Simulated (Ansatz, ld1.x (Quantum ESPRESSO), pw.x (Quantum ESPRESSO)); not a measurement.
Which Mn potential is closest to all-electron in the diamond crystal?

All use PBEsol, scalar-relativistic, no spin, cutoffs from each file’s atomic test, pw.x 7.5; 9³ k-points, Fermi–Dirac smearing 0.01 Ry. Δ is the rms difference from all-electron LAPW of the E(V) curves that follow from fits to the pressures, over ±6 % in volume. Mesh and smearing are coarse and serve the comparison alone. The files are a selection: those with a ghost or negative overlap were mostly not run, and those with noisy or unconverged pressures or nearly equal Δ are left out. Spin polarisation is left out.

All-electron: a0 = 4.884 Å (V0 = 14.56 Å³/atom), B0 = 159.8 GPa.

Problem. Rank them by Δ, smallest first.
A. PAW, ld1.x (Quantum ESPRESSO) 7.5, PBEsol; core [Ar], reference 3d5 4s2 4p0; waves: 4s (bound): rcut 1.80, rcutus 2.30 bohr; 4s channel at 3.1 Ry: rcut 1.80, rcutus 2.30 bohr; 4p (bound, empty): rcut 2.60, rcutus 2.85 bohr; 4p channel at 2.85 Ry: rcut 2.60, rcutus 2.85 bohr; 3d (bound): rcut 1.50, rcutus 1.95 bohr; 3d channel at 0.6 Ry: rcut 1.50, rcutus 1.95 bohr; local part: all-electron potential smoothed inside 1.65 bohr (lloc = -1); core correction: none; augmentation: BESSEL, radius 1.20 bohr.
B. PAW, ld1.x (Quantum ESPRESSO) 7.5, PBEsol; core [Ar], reference 3d5 4s2 4p0; waves: 4s (bound): rcut 2.25, rcutus 2.40 bohr; 4s channel at 1.1 Ry: rcut 2.25, rcutus 2.40 bohr; 4p (bound, empty): rcut 2.50, rcutus 3.05 bohr; 4p channel at 0.4 Ry: rcut 2.50, rcutus 3.05 bohr; 3d (bound): rcut 1.20, rcutus 1.35 bohr; 3d channel at 0.5 Ry: rcut 1.20, rcutus 1.35 bohr; local part: all-electron potential smoothed inside 1.75 bohr (lloc = -1); core correction: none; augmentation: BESSEL, radius 1.35 bohr.
C. ultrasoft, ld1.x (Quantum ESPRESSO) 7.5, PBEsol; core [Ar], reference 3d5 4s2 4p0; waves: 4s (bound): rcut 1.65, rcutus 2.30 bohr; 4s channel at 1.25 Ry: rcut 1.65, rcutus 2.30 bohr; 4p (bound, empty): rcut 3.00, rcutus 3.95 bohr; 4p channel at 2.6 Ry: rcut 3.00, rcutus 3.95 bohr; 3d (bound): rcut 1.55, rcutus 1.85 bohr; 3d channel at 0.15 Ry: rcut 1.55, rcutus 1.85 bohr; local part: all-electron potential smoothed inside 2.55 bohr (lloc = -1); core correction: a·sin(br)/r model core inside 1.75 bohr; augmentation: PSQ, inside the norm-conserving radii.

Solution. A (0.6 meV/atom), B (3.5 meV/atom), C (7.9 meV/atom).
